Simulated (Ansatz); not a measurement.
A calculation with Ansatz (development build ahead of 0.2.0).

```yaml
crystal:
  periodic: [false, false, false]
  atoms:
    - { symbol: H, position_ang: [-0.03754, 0.1537, -1.03394] }
    - { symbol: C, position_ang: [-0.00512, -0.21493, -0.03857] }
    - { symbol: H, position_ang: [-0.01707, 0.15299, 1.01018] }
basis:
  gaussian: { orbitals: def2-SVP }
total_charge: 1
magnetization:
  initial_magnetization: 1
hamiltonian:
  xc: hf
correlation:
  method: mp2
  frozen_orbitals: { C: 1, H: 0 }
```

The input is written out in the form of the current development build from the run's settings. Correlation on restricted open-shell orbitals is semicanonical, with singles.

The run gave:

```
Converged                       : yes
Reference energy                : -38.53220 hartree
Correlation energy              : -0.07842 hartree
Total energy                    : -38.61061 hartree
Spin squared of the determinant : 0.750
Stability test                  : minimum among restricted orbitals
```

Messages of the program:
```
mean field -1048.51445778 eV, -38.5321956148 hartree, gradient 2.9e-6 eV, S^2 0.750000; 6 other ends of a descent, 0 dependent functions left out
```
